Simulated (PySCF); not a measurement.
Gas-phase reaction: 4 vinylsilane → 2 Si₂H₆ + C₃H₇ (i-propyl) + 5 CH

Method: PySCF energies plus ideal-gas RRHO corrections (1 bar). † marks an energy on the PBE0/def2-TZVP geometry and frequencies. Open shells (unrestricted): C₃H₇ (i-propyl) (multiplicity 2), CH (multiplicity 2, electronic degeneracy 4); the rest are closed-shell singlets. Spin-orbit splitting is ignored; it lowers the true energy and changes the entropy of CH. The harmonic model lacks anharmonicity and excited electronic states, which grow with temperature; levels with a mode under 35 cm⁻¹ are left out. Internal rotation in vinylsilane, Si₂H₆, C₃H₇ (i-propyl) is treated as a harmonic vibration of one conformer, which makes the entropy rough. Warning, spin contamination: CH (BLYP/def2-TZVP†, PBE/def2-TZVP†, PBE0/def2-SVP†, LDA/def2-TZVP†, ωB97M-V/def2-TZVP†).

ΔH° and ΔS° at 298 K: BLYP/def2-TZVP† 2776 kJ, 611 J/K; PBE/def2-TZVP† 2919 kJ, 611 J/K; PBE0/def2-SVP† 2894 kJ, 611 J/K; LDA/def2-TZVP† 3298 kJ, 611 J/K; ωB97M-V/def2-TZVP† 2849 kJ, 611 J/K.

Question: With the heat capacities included, give log10 K (1 bar) at 600, 800, 1000, 1800, 2000 K from BLYP/def2-TZVP†, PBE/def2-TZVP†, PBE0/def2-SVP†, LDA/def2-TZVP†, ωB97M-V/def2-TZVP†.

Answer: 
| T (K) | BLYP/def2-TZVP† | PBE/def2-TZVP† | PBE0/def2-SVP† | LDA/def2-TZVP† | ωB97M-V/def2-TZVP† |
|---|---|---|---|---|---|
| 600 | -209.2 | -221.6 | -219.5 | -254.6 | -215.5 |
| 800 | -148.5 | -157.8 | -156.2 | -182.6 | -153.2 |
| 1000 | -112.1 | -119.5 | -118.3 | -139.3 | -115.9 |
| 1800 | -47.5 | -51.7 | -51.0 | -62.7 | -49.7 |
| 2000 | -39.5 | -43.3 | -42.6 | -53.2 | -41.4 |
